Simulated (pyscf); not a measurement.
HO–Sb(OH)–F (SMILES [OH][Sb]([OH])[F]) + H₂O (SMILES O) → HO–Sb(OH)–OH (SMILES [OH][Sb]([OH])[OH]) + HF (SMILES F), a four-centre exchange (singlet surface; F–Sb, H–O broken, O–Sb, F–H formed). Single points on ωB97X-D3(BJ)/def2-SVP structures (PySCF, gas phase). Energies in kcal/mol from the separated reactants.

Small-basis levels: PySCF, no dispersion term, spherical d functions. AM1 to PM7: differences of heats of formation from MOPAC, which are fitted to 298 K values and so differ in kind from electronic energies by zero-point and thermal terms. Cost: rough CPU time at the saddle relative to B3LYP/6-31G*+LANL2DZ, from one job on a shared machine.

```
level                   barrier  reaction energy        cost
----------------------  -------  ---------------  ----------
HF/6-31G*+LANL2DZ          17.5            +14.6         0.1
MP2/6-31G*+LANL2DZ          4.5            +13.4         0.2
SVWN5/6-31G*+LANL2DZ      -17.4            +12.2         0.9
B3LYP/LANL2DZ              -2.2            +10.2         0.8
B3LYP/6-31G*+LANL2DZ        2.0            +14.5           1
PBE/def2-SVP               -7.1            +11.7           2
AM1                        53.3            -24.1  under 0.02
PM3                        18.9            -10.6  under 0.02
PM6                        36.1            +19.2  under 0.02
ωB97M-D3(BJ)/def2-TZVP      6.5            +10.3           –
```

Against the last row the barrier runs from -23.9 (SVWN5/6-31G*+LANL2DZ) to +46.8 kcal/mol (AM1). ωB97M-D3(BJ)/def2-TZVP has limits of its own. On the reactant side the descent ends in a bound adduct, 10.6 kcal/mol under the separated species and 16.3 kcal/mol under the saddle at ωB97X-D3(BJ)/def2-TZVP. On the product side the descent ends in a bound adduct, 12.3 kcal/mol under the separated species and 8.2 kcal/mol under the saddle at ωB97X-D3(BJ)/def2-TZVP. At ωB97M-D3(BJ) the saddle lies under the separated products, which points to a path from their complex (located at ωB97X-D3(BJ) alone), and parting the products costs more than the saddle. One saddle was located; it need not be the lowest between these sides. In the def2 sets elements past Kr carry core potentials, without spin-orbit coupling.
